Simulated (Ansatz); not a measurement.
# Worked example: BSiH2 (H-bridged), quartet against BSiH₂ (H-bridged), doublet

Geometry (PBE0/def2-TZVP stationary point of a doublet), kept for both states (BSiH2 (H-bridged), doublet: A''; BSiH2 (H-bridged), quartet: A''):

```yaml
atoms:
  - { symbol: Si, position_ang: [0.0000, -0.0053, 0.5948] }
  - { symbol: B, position_ang: [0.0000, -0.0779, -1.2479] }
  - { symbol: H, position_ang: [0.0000, 1.1505, -0.7602] }
  - { symbol: H, position_ang: [0.0000, -0.1670, -2.4296] }
```

Basis cc-pVTZ; Ansatz 0.2.0. Correlated methods freeze the noble-gas cores. Prefix R: restricted or restricted open-shell reference; prefix U: unrestricted.

Full CI isn't at hand for all of this; UCCSDT(Q) serves as the reference, and is uncertain by about the last step of the cluster series.

```csv
level,"E(BSiH2 (H-bridged), doublet) (hartree)","E(BSiH2 (H-bridged), quartet) (hartree)"
UHF,-314.690803,-314.595568
UMP2,-314.882001,-314.769424
UCCSD(T),-314.923862,-314.810952
PBE,-315.251985,-315.144730
r2SCAN,-315.399493,-315.294190
UCCSDT(Q),-314.925908,-314.813224
```

Q: Give the vertical gap, BSiH2 (H-bridged) quartet less BSiH2 (H-bridged) doublet, at each level in eV (1 hartree = 27.2114 eV), and each error against UCCSDT(Q).

A: UCCSDT(Q): (-314.813224 − (-314.925908)) × 27.2114 = 3.066 eV (the reference)
r2SCAN: (-315.294190 − (-315.399493)) × 27.2114 = 2.865 eV, error -0.201 eV
PBE: (-315.144730 − (-315.251985)) × 27.2114 = 2.919 eV, error -0.147 eV
UCCSD(T): (-314.810952 − (-314.923862)) × 27.2114 = 3.072 eV, error 0.006 eV
UMP2: (-314.769424 − (-314.882001)) × 27.2114 = 3.063 eV, error -0.003 eV
UHF: (-314.595568 − (-314.690803)) × 27.2114 = 2.591 eV, error -0.475 eV

Total energies of functionals can't be set beside those of wave-function methods, since they hold the core's correlation and their own absolute errors; only the differences compare.

Each level lands on the state that its own search finds. T1 diagnostics of restricted CCSD: 0.021 and 0.058.
